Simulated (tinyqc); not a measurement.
G0W0 on RHF in the sto-3g basis, for H2F+, spin multiplicity 1, step by step. One step of it, computed by the program tinyqc.

Task: Screening: direct RPA. With D = e_a - e_i and K = (ia|jb): diagonalise D^(1/2) (D + 4K) D^(1/2) = Z w^2 Z^T; X + Y = D^(1/2) Z w^(-1/2), each column of Z with its largest component positive (the first on a tie); E_c = (sum w - tr (D + 2K)) / 2.

orbital energies (hartree): MO1 -26.588997, MO2 -2.004074, MO3 -1.126139, MO4 -1.033943, MO5 -1.009612, MO6 -0.070414, MO7 0.083744

Two-electron integrals over orbitals (pq|rs), unique and non-zero (hartree):
```
(11|11) 5.362976    (21|11) -0.506434   (21|21) 0.075837    (22|11) 1.207391
(22|21) -0.019936   (22|22) 0.859194    (31|11) 0.022371    (31|21) -0.002881
(31|22) 0.002372    (31|31) 0.017523    (32|11) -0.015179   (32|21) 0.001385
(32|22) 0.002366    (32|31) 0.025658    (32|32) 0.154802    (33|11) 0.979871
(33|21) -0.008374   (33|22) 0.750804    (33|31) -0.000921   (33|32) -0.004634
(33|33) 0.723657    (41|11) 0.122558    (41|21) -0.015873   (41|22) 0.012438
(41|31) 0.001108    (41|32) 0.000106    (41|33) 0.004600    (41|41) 0.027378
(42|11) -0.093722   (42|21) 0.007371    (42|22) -0.004262   (42|31) 0.000079
(42|32) 0.001425    (42|33) -0.007669   (42|41) 0.030011    (42|42) 0.160474
(43|11) 0.016677    (43|21) -0.000647   (43|22) 0.007130    (43|31) -0.003381
(43|32) 0.006749    (43|33) 0.008215    (43|41) -0.001527   (43|42) -0.009087
(43|43) 0.048974    (44|11) 1.142910    (44|21) -0.013880   (44|22) 0.810243
(44|31) 0.000170    (44|32) -0.010789   (44|33) 0.702045    (44|41) -0.009815
(44|42) -0.084955   (44|43) 0.008933    (44|44) 0.869991    (51|51) 0.029583
(52|51) 0.039264    (52|52) 0.182774    (53|51) -0.001624   (53|52) -0.005891
(53|53) 0.037985    (54|51) -0.008882   (54|52) -0.032570   (54|53) 0.002003
(54|54) 0.052676    (55|11) 1.264016    (55|21) -0.014302   (55|22) 0.882049
(55|31) 0.000645    (55|32) -0.008023   (55|33) 0.740474    (55|41) 0.003505
(55|42) -0.051700   (55|43) 0.009649    (55|44) 0.825732    (55|55) 0.997514
(61|11) 0.190600    (61|21) -0.029996   (61|22) 0.004143    (61|31) 0.003566
(61|32) 0.003119    (61|33) 0.001919    (61|41) -0.006298   (61|42) -0.018934
(61|43) 0.000554    (61|44) 0.012052    (61|55) 0.005338    (61|61) 0.018866
(62|11) -0.262337   (62|21) 0.006777    (62|22) -0.134139   (62|31) 0.002129
(62|32) 0.013571    (62|33) -0.084635   (62|41) -0.017297   (62|42) -0.045550
(62|43) -0.003771   (62|44) -0.090978   (62|55) -0.138358   (62|61) 0.005858
(62|62) 0.071194    (63|11) 0.075797    (63|21) -0.001582   (63|22) 0.040507
(63|31) -0.003815   (63|32) 0.020405    (63|33) 0.035617    (63|41) 0.000180
(63|42) -0.010693   (63|43) 0.018351    (63|44) 0.030821    (63|55) 0.043218
(63|61) 0.000182    (63|62) -0.015185   (63|63) 0.068327    (64|11) -0.284912
(64|21) 0.003920    (64|22) -0.152621   (64|31) -0.001585   (64|32) -0.009898
(64|33) -0.091684   (64|41) -0.004982   (64|42) 0.014752    (64|43) -0.006604
(64|44) -0.157448   (64|55) -0.158525   (64|61) 0.000341    (64|62) 0.057271
(64|63) -0.030255   (64|64) 0.085578    (65|51) -0.012391   (65|52) -0.048174
(65|53) 0.005758    (65|54) -0.009836   (65|65) 0.024119    (66|11) 0.678225
(66|21) -0.005407   (66|22) 0.556868    (66|31) -0.002403   (66|32) -0.032084
(66|33) 0.540355    (66|41) 0.014612    (66|42) 0.064518    (66|43) -0.023480
(66|44) 0.532908    (66|55) 0.535853    (66|61) -0.005360   (66|62) -0.048599
(66|63) -0.032002   (66|64) -0.016517   (66|66) 0.565634    (71|11) 0.053045
(71|21) -0.008570   (71|22) 0.000476    (71|31) -0.016100   (71|32) -0.023456
(71|33) 0.002044    (71|41) 0.000238    (71|42) -0.002494   (71|43) 0.003430
(71|44) 0.002410    (71|55) 0.001442    (71|61) 0.001670    (71|62) -0.002225
(71|63) 0.003509    (71|64) 0.001133    (71|66) 0.002478    (71|71) 0.016527
(72|11) -0.075344   (72|21) 0.001781    (72|22) -0.038777   (72|31) -0.017502
(72|32) -0.066214   (72|33) -0.016867   (72|41) -0.002479   (72|42) -0.002252
(72|43) 0.021025    (72|44) -0.030627   (72|55) -0.038863   (72|61) -0.002233
(72|62) 0.006411    (72|63) 0.021378    (72|64) 0.015598    (72|66) -0.015205
(72|71) 0.015734    (72|72) 0.058769    (73|11) -0.418969   (73|21) 0.008097
(73|22) -0.208754   (73|31) -0.000107   (73|32) 0.018284    (73|33) -0.161189
(73|41) 0.001065    (73|42) 0.055159    (73|43) -0.000667   (73|44) -0.195931
(73|55) -0.230088   (73|61) -0.004662   (73|62) 0.063279    (73|63) -0.011497
(73|64) 0.087028    (73|66) -0.027555   (73|71) -0.001293   (73|72) 0.022714
(73|73) 0.162126    (74|11) -0.023810   (74|21) 0.000203    (74|22) -0.011106
(74|31) 0.006882    (74|32) 0.052277    (74|33) -0.006503   (74|41) -0.002213
(74|42) -0.007309   (74|43) -0.006740   (74|44) -0.014068   (74|55) -0.012357
(74|61) 0.002129    (74|62) 0.010618    (74|63) 0.038959    (74|64) -0.004131
(74|66) -0.029865   (74|71) -0.006459   (74|72) -0.008679   (74|73) 0.018845
(74|74) 0.047119    (75|51) -0.003407   (75|52) -0.013255   (75|53) -0.024714
(75|54) 0.000457    (75|65) 0.001863    (75|75) 0.020287    (76|11) -0.006158
(76|21) 0.000268    (76|22) 0.002914    (76|31) 0.008405    (76|32) 0.080933
(76|33) -0.000203   (76|41) 0.002158    (76|42) 0.006681    (76|43) 0.045218
(76|44) -0.010807   (76|55) -0.002237   (76|61) 0.000078    (76|62) -0.003519
(76|63) 0.071389    (76|64) -0.020958   (76|66) -0.060443   (76|71) -0.008040
(76|72) 0.004798    (76|73) 0.027475    (76|74) 0.051961    (76|76) 0.132543
(77|11) 0.778884    (77|21) -0.007376   (77|22) 0.604353    (77|31) 0.004996
(77|32) 0.041263    (77|33) 0.603841    (77|41) 0.003486    (77|42) 0.007907
(77|43) 0.019813    (77|44) 0.575607    (77|55) 0.590225    (77|61) 0.002520
(77|62) -0.041829   (77|63) 0.046876    (77|64) -0.041735   (77|66) 0.502138
(77|71) -0.003702   (77|72) -0.010543   (77|73) -0.054532   (77|74) 0.024512
(77|76) 0.056928    (77|77) 0.594076
```

Give: D^(1/2) (D + 4K) D^(1/2); excitation energies w; X + Y; RPA correlation energy.

Result:

D^(1/2) (D + 4K) D^(1/2) (hartree^2):
```
          1>6       1>7      2>6      2>7      3>6      3>7      4>6      4>7
1>6  705.2364    0.1776   0.1678  -0.0665   0.0039  -0.1056   0.0069   0.0464
1>7    0.1776  713.1983  -0.0639   0.4697   0.0745  -0.0294   0.0230  -0.1411
2>6    0.1678   -0.0639   4.2897   0.0515  -0.0868   0.3872   0.3127   0.0624
2>7   -0.0665    0.4697   0.0515   4.8498   0.1270   0.1444   0.0885  -0.0530
3>6    0.0039    0.0745  -0.0868   0.1270   1.4031  -0.0520  -0.1221   0.1693
3>7   -0.1056   -0.0294   0.3872   0.1444  -0.0520   2.2484   0.3759   0.0877
4>6    0.0069    0.0230   0.3127   0.0885  -0.1221   0.3759   1.2582  -0.0171
4>7    0.0464   -0.1411   0.0624  -0.0530   0.1693   0.0877  -0.0171   1.4599
5>6    0.0000    0.0000   0.0000   0.0000   0.0000   0.0000   0.0000   0.0000
5>7    0.0000    0.0000   0.0000   0.0000   0.0000   0.0000   0.0000   0.0000

        5>6     5>7
1>6  0.0000  0.0000
1>7  0.0000  0.0000
2>6  0.0000  0.0000
2>7  0.0000  0.0000
3>6  0.0000  0.0000
3>7  0.0000  0.0000
4>6  0.0000  0.0000
4>7  0.0000  0.0000
5>6  0.9727  0.0076
5>7  0.0076  1.2841
```

excitation energies w (hartree): 0.9862  1.0438  1.1195  1.1333  1.2734  1.5064  2.0968  2.2087  26.5562  26.7059

X + Y:
```
           1        2        3       4        5        6        7        8
1>6   0.0000  -0.0002   0.0003  0.0000  -0.0002   0.0008  -0.0008   0.0002
1>7   0.0000  -0.0004  -0.0008  0.0000   0.0004   0.0003   0.0008  -0.0022
2>6   0.0000  -0.0644   0.0466  0.0000   0.0222  -0.2542   0.9212   0.1494
2>7   0.0000  -0.0318  -0.0488  0.0000  -0.0141  -0.0616  -0.1749   0.9549
3>6   0.0000   0.3310   0.6621  0.0000   0.5899  -0.0561  -0.0295   0.0198
3>7   0.0000  -0.2769   0.1796  0.0000   0.0516   0.8315   0.1391   0.0615
4>6   0.0000   0.8705  -0.2129  0.0000  -0.1608   0.2222   0.0773   0.0301
4>7   0.0000  -0.0444  -0.6704  0.0000   0.6903   0.0575   0.0189  -0.0064
5>6   0.9756   0.0000   0.0000  0.0221   0.0000   0.0000   0.0000   0.0000
5>7  -0.0255   0.0000   0.0000  0.9819   0.0000   0.0000   0.0000   0.0000

           9      10
1>6   0.9990  0.0222
1>7  -0.0223  0.9991
2>6   0.0001  0.0000
2>7   0.0000  0.0002
3>6   0.0000  0.0000
3>7   0.0000  0.0000
4>6   0.0000  0.0000
4>7   0.0000  0.0000
5>6   0.0000  0.0000
5>7   0.0000  0.0000
```

RPA correlation energy = -0.053927 hartree
